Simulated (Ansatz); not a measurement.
# AlMgH+ (doublet): wave-function methods side by side, def2-TZVPP

An exercise on one series of results from a longer session: the logs are not shown, and one member is left open.

Computed with Ansatz 0.2.0, Gaussian basis. Level: def2-TZVPP, core rule «outside noble gas», up to 10 orbitals frozen.

To be run: UHF; ROHF; CCSD(T) on UHF.

2 further runs of the same task are left out: 2 set aside as unsound or not needed.

**The geometry**

The geometry is a PBE0/def2-TZVP stationary point (not a proven minimum) of the parent state, kept for this charge and spin.

3 atoms, charge 1, spin multiplicity 2.

Atoms are counted from 1 here; the program's logs count them from 0.

Bond lengths: Al1–H3 1.697 Å.

Set-up of the first run:

in.yaml reads:

```yaml
crystal:
  periodic: [false, false, false]
  atoms:
    - {symbol: Al, position_ang: [0.000000, -0.056293, 1.357502]}
    - {symbol: Mg, position_ang: [0.000000, 0.000499, -1.534727]}
    - {symbol: H, position_ang: [0.000000, 1.494872, 0.668724]}
basis:
  gaussian: {orbitals: def2-TZVPP}
total_charge: 1
magnetization: {spin_polarized: true, initial_magnetization: 1}
hamiltonian: {xc: hf}
output: {orbitals: {seedname: orbitals}}
```

On the command line:

```sh
$ ansatz run in.yaml --threads 1 --pin off --events-out ev --progress --plain --max-ram 2560MiB --backend cpu
```

Among the steps run: UHF; ROHF; CCSD(T) on UHF.

One table of the session follows, with a row left open; its other results are not shown here.

| method | from UCCSD(T) (meV) |
| --- | --- |
| ROHF | +2617.8 |
| UHF | ? |
| UMP2 | +780.4 |
| UCCSD | +67.6 |
| UCCSD(T) | 0 |

Q: Estimate the row for UHF from the others.

**Answer.** from UCCSD(T) (meV): +2326.5. In the column «from UCCSD(T) (meV)» it lies between UMP2 (+780.4) and ROHF (+2617.8).
